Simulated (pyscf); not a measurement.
Elementary routes open to •H₂C–Cl + methane (CH₄) in the gas phase (doublet surface):
A. chloroethane (H₃C–CH₂–Cl) + H atom (H•) (C–H broken; C–C formed)
B. chloromethane (H₃C–Cl) + methyl (CH₃•) (C–H broken; C–H formed)

Optimised with ωB97X-D3(BJ)/def2-SVP in PySCF. Correlated levels are frozen-core, on RHF or UHF. ΔMP2 is the change of the MP2 total energy from the triple- to the quadruple-zeta basis.

Rank the routes by free-energy barrier at 298 K, lowest first, for CCSD(T)/def2-TZVPP + ΔMP2(QZVPP) energies (ideal gas, 1 atm, RRHO with modes under 100 cm⁻¹ raised to 100, one conformer, R ln 2 for chiral ones without a mode under 150 cm⁻¹).

B (1.18 eV), A (2.65 eV)

Route B is the fastest of these, ahead of the next by 1.47 eV. The most stable products are those of B (ΔG = +0.24 eV), so kinetics and thermodynamics agree. At 1200 K B is still the fastest. Only these routes are compared; each barrier is that of the saddle found, and lower ones may exist. The CCSD(T) − MP2 part came from Ansatz, without density fitting, on the same reference.
